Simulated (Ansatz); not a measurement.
# Anatase TiO2 (metastable phase)

Level of theory: PBE (PAW; Ansatz, a first-principles code).

Numerical settings: plane-wave cutoff 520 eV, 10×10×10 k mesh, perturbation theory, no spin polarisation, scalar-relativistic PAW data made under PBE.

Cell (relaxed at this level):

```
CELL_PARAMETERS angstrom
     -1.89950     1.89950     4.85031
      1.89950    -1.89950     4.85031
      1.89950     1.89950    -4.85031
ATOMIC_POSITIONS crystal
  Ti 0.75000 0.25000 0.50000
  Ti 0.00000 0.00000 0.00000
  O  0.54354 0.04354 0.50000
  O  0.79354 0.79354 0.00000
  O  0.20646 0.20646 0.00000
  O  0.95646 0.45646 0.50000
```

| Quantity | Value |
|---|---|
| high-frequency dielectric constant (mean over three axes) | 6.66 |
| dielectric constant ε0 (ions relaxed) (mean over three axes) | 63.7 |

Measured, for comparison: high-frequency dielectric constant 5.62 (temperature not stated, no zero-point or thermal correction, mean; as tabulated in Gerosa et al. (2015), arXiv:1508.02174); static dielectric constant 37.6 (temperature not stated, no zero-point or thermal correction, mean of the two values across and the one along c; as tabulated in Gonzalez et al., Phys. Rev. B 55, 7014). Computed (rounded) less measured: high-frequency dielectric constant +19 %, static dielectric constant +69 %.

The result took about 80 core-minutes (a rough figure).
